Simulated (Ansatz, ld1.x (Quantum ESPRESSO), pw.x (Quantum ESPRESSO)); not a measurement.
# Li (fcc): variants of one RRKJ potential in the solid

```
Element                 : lithium (Li)
Generator               : ld1.x (Quantum ESPRESSO) 7.5
Type                    : norm-conserving RRKJ (Kleinman–Bylander form)
Functional              : PBEsol
Relativity              : scalar-relativistic
Frozen core             : [He]
Valence charge          : 1
Reference configuration : 2s1 2p0
Partial waves           : 2p (bound, empty): rc 4.20 bohr; 3d channel at 0.4 Ry: rc 3.40 bohr; 2s (bound): rc 2.00 bohr
Local potential         : the s channel
Core correction         : Bessel-smoothed model core, default radius (core density twice the valence density)
```

Crystal test: fcc Li in pw.x 7.5, no spin, 13³ k-points, Fermi–Dirac smearing 0.01 Ry, cutoffs set for each file from its atomic test. The reference is all-electron LAPW (Ansatz 0.2.0) with the same functional, mesh and smearing; V0 and B0 come from Birch–Murnaghan fits to the pressures at five volumes. Errors are pseudo minus all-electron; Δ is the rms difference of the E(V) curves that follow from these fits, minima aligned, over ±6 % about the mean V0. Mesh and smearing are coarse, so the numbers serve the comparison and aren't converged zero-temperature values; the lattice is a test structure that the element need not adopt.

All-electron: a0 = 4.327 Å (V0 = 20.25 Å³/atom), B0 = 13.5 GPa.

Base: The largest radius (4.20 bohr) exceeds half the bond length (2.89 bohr), so the spheres overlap, which is one possible source of error among others. This is a poor potential for the solid.

A dash in a converged row means that the minimum lies outside the volumes sampled.

| change | cutoffs (Ry) | pw.x | a0 (Å) | a0 error (%) | B0 error (%) | Δ (meV/atom) | mean pressure error (GPa) |
| --- | --- | --- | --- | --- | --- | --- | --- |
| base | 50/200 | converged | – | – | – | – | -0.71 |
| all radii but the core radius scaled by about 0.76 (s 1.52, p 3.20, d 2.60 bohr) | 50/200 | converged | 4.289 | -0.88 | +0.5 | 1.6 | -0.34 |
| all radii but the core radius scaled by about 0.97 (s 1.94, p 4.06, d 3.28 bohr) | 50/200 | converged | – | – | – | – | -0.62 |
| all radii but the core radius scaled by about 1.05 (s 2.10, p 4.40, d 3.56 bohr) | 50/200 | converged | – | – | – | – | -0.93 |
| all radii but the core radius scaled by about 1.20 (s 2.40, p 5.04, d 4.08 bohr) | 50/200 | converged | – | – | – | – | -2.12 |

Task: Give the row for: all radii but the core radius scaled by about 1.33 (s 2.66, p 5.60, d 4.54 bohr).

Result: pw.x: converged; mean pressure error (GPa): -3.18.
